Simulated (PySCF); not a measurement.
Ligands exchanged one at a time, B F-OH. Gas-phase values, no solvent. One relaxed conformer stands for each flexible species; it need not be the lowest. Strings in code marks are SMILES.

The T1 excitation (TDA) from two functionals at the same geometries (r2SCAN-D4/def2-TZVP), both in PySCF: PBE-D3(BJ)/def2-TZVP and r2SCAN-D4/def2-TZVP. Excitations are Tamm–Dancoff values on a coarser integration grid. The basis has no diffuse functions, so Rydberg states are missing or too high.

| species | r2SCAN-D4/def2-TZVP (eV) |
|---|---|
| 0 of 3 F replaced by OH (`FB(F)F`) | 10.48 |
| 1 of 3 F replaced by OH (`OB(F)F` (H–O–B–F torsion 180°)) | 9.08 |
| 2 of 3 F replaced by OH | 8.30 |
| 3 of 3 F replaced by OH (`OB(O)O`) | 7.62 |

Task: What does PBE-D3(BJ)/def2-TZVP give for each?

Result: 
- 0 of 3 F replaced by OH (`FB(F)F`): 9.46
- 1 of 3 F replaced by OH (`OB(F)F` (H–O–B–F torsion 180°)): 8.17
- 2 of 3 F replaced by OH: 7.35
- 3 of 3 F replaced by OH (`OB(O)O`): 6.59
Over these rows, drawn at random from the members with no instability flagged (it was tested for open shells, ions and some series alone), PBE minus r2SCAN-D4: mean -0.98 eV, from -1.03 eV to -0.91 eV.
